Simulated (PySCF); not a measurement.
allene cation (C3H4), SMILES C(=C)=C (connectivity only; charge and spin as stated), charge +1, multiplicity 2. Geometry: TPSSh-D3(BJ)/def2-TZVP. The spin state was assumed, not searched.

The numbers are results of PySCF with TPSSh-D3(BJ)/def2-TZVP, not measurements.

Harmonic wavenumbers (cm⁻¹): 318, 338, 782, 804, 907, 927, 1000, 1066, 1362, 1404, 1613, 3061, 3077, 3154, 3157. Rotational constants (GHz): 142.9, 8.978, 8.624; symmetry number 1.

**Question.** Work out the zero-point energy and the ideal-gas rigid-rotor harmonic-oscillator thermochemistry at 298.15 K and 1 atm.

**Answer.** ZPE = ½ Σ hcν = ½ × 22970 cm⁻¹ = 32.84 kcal/mol. H − E(el) = 35.91 kcal/mol. Entropy in cal/(mol K): translation 36.99, rotation 20.90, vibration 3.44, spin 1.38, total 62.71. G − E(el) = 17.21 kcal/mol. Cp = 14.43 cal/(mol K).
